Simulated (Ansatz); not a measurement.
A CCSD(T) single point on `O=CC(F)(F)Cl`.

```yaml
crystal:
  periodic: [false, false, false]
  atoms:
    - {symbol: O, position_ang: [0.255196, -1.825952, 0.434386]}
    - {symbol: C, position_ang: [0.588309, -0.700454, 0.245779]}
    - {symbol: C, position_ang: [-0.382708, 0.374517, -0.262399]}
    - {symbol: F, position_ang: [-1.531244, -0.140799, -0.665176]}
    - {symbol: F, position_ang: [0.177532, 1.027794, -1.289023]}
    - {symbol: Cl, position_ang: [-0.655258, 1.509619, 1.069166]}
    - {symbol: H, position_ang: [1.609473, -0.312725, 0.421567]}
basis:
  gaussian: {orbitals: def2-SVP}
correlation: {method: ccsd_t}
```

```sh
$ ansatz run in.yaml --threads 4 --pin off --events-out ev --progress --plain --max-ram 10444MiB
```

The program prints (abridged):

```
Functional definition: HF
895 factors; integrals over basis functions are off by at most 1.2e-3 eV
mean field evaluation 1: about -22011.5409 eV, gradient 5.0e1 eV
mean field evaluation 2: about -22011.6752 eV, gradient 5.0e1 eV
mean field evaluation 4: about -22016.7497 eV, gradient 4.1e0 eV
mean field evaluation 8: about -22016.8330 eV, gradient 5.4e-1 eV
mean field evaluation 16: about -22016.8356 eV, gradient 2.9e-6 eV
mean field -22016.83555381 eV, -809.1037830556 hartree, gradient 2.9e-6 eV, S^2 0.000000; 0 other end points of the search recorded, 0 dependent functions left out
10 core orbitals not correlated: weight in the atoms' cores, before any rotation towards them, 1.000 or more for the frozen orbitals, at most 0.000 for the correlated occupied ones
reference -22016.83555381 eV, -809.1037830556 hartree; 18, 18 occupied and 65, 65 virtual orbitals, 895 factors
second order -25.50909043 eV of doubles, -0.00000000 eV of singles
cycle   1  -25.49229713 eV  change    1.7e-2 eV  update   1.2e-1
cycle   2  -26.08898716 eV  change   -6.0e-1 eV  update   3.6e-2
cycle   3  -26.25322922 eV  change   -1.6e-1 eV  update   1.8e-2
cycle   4  -26.24346693 eV  change    9.8e-3 eV  update   3.9e-3
cycle   5  -26.24252265 eV  change    9.4e-4 eV  update   1.8e-3
cycle   6  -26.24345244 eV  change   -9.3e-4 eV  update   5.3e-4
cycle   7  -26.24318745 eV  change    2.6e-4 eV  update   2.3e-4
cycle   8  -26.24303463 eV  change    1.5e-4 eV  update   1.0e-4
cycle   9  -26.24305755 eV  change   -2.3e-5 eV  update   6.2e-5
cycle  10  -26.24305805 eV  change   -5.0e-7 eV  update   3.3e-5
perturbative correction -0.68963107 eV, -0.0253434745 hartree
Total energy: -22043.76824294 eV, -810.0935411252 hartree
```

Hardware: 4 threads of an Intel Xeon on a shared host. Wall time 19 s, peak host memory 0.38 GiB.

MP2 recovers 94.7 % of the CCSD(T) correlation energy and the triples give 2.6 %; T1 = 0.0130.
